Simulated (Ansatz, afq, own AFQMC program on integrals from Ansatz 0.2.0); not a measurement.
## CHO, doublet: AFQMC among the cluster methods

```xyz
3

O     0.0000    0.0746    0.5425
C     0.0000   -0.1522   -0.6041
H     0.0000    0.6297   -1.4126
```

Connectivity, by distances: O–CH.

Basis cc-pVDZ. Only valence electrons are correlated. Ansatz 0.2.0 and our own AFQMC program on the same integrals; the CISD trial comes from CCSD amplitudes, and released means the phaseless constraint is let go. Free AFQMC starts from the CCSD state and is never constrained. Its projection time is finite, and what remains of the start isn't in its error. ± is one standard error of the sampling.

Determinant: UHF, the one that the program's search chose, which needn't be the lowest solution. The geometry is a PBE0/def2-TZVP stationary point of this or a neighbouring charge and spin state.

No full CI on the walks' own integrals is used here; CCSDT(Q) serves as the reference and is uncertain by about the last step of the cluster series.

- T1 diagnostic: 0.0223
- weight of the determinant in the CISD state: 0.895
- ⟨S²⟩ of the determinant: 0.763
- size of the correlated space: 11 electrons in 31 orbitals

Reference: CCSDT(Q), correlation energy -8.647 eV. The released energy is read at 2.40 1/Eh (meV from the phaseless value at times in 1/Eh: -6 ± 5 at 0.24, -9 ± 4 at 0.51, -12 ± 4 at 0.99, -17 ± 5 at 1.62, -15 ± 6 at 2.40).

| level | E − E(reference) (mEh) | share of correlation (%) |
| --- | --- | --- |
| HF | 317.78 | 0.00 |
| MP2 | 23.66 | 92.56 |
| CCSD | 12.02 | 96.22 |
| CCSD(T) | 1.77 | 99.44 |
| CCSDT | 1.09 | 99.66 |
| ph-AFQMC/HF | -0.21 ± 0.99 | 100.07 |
| ph-AFQMC/CISD | 0.53 ± 0.20 | 99.83 |
| released AFQMC | -0.01 ± 0.22 | 100.00 |
| free AFQMC | 0.15 ± 0.16 | 99.95 |

Free projections are given only where their last times agree within the noise and don't stop above the reference; a slow remainder of the start can still hide under it. A walk keeps the symmetry of its determinant, which the program's search chose and which needn't be the lowest solution, so a lower state of the same spin and another symmetry isn't excluded. Released energies are given only where the last usable release times agree within the noise; a slower fall can still hide under it.
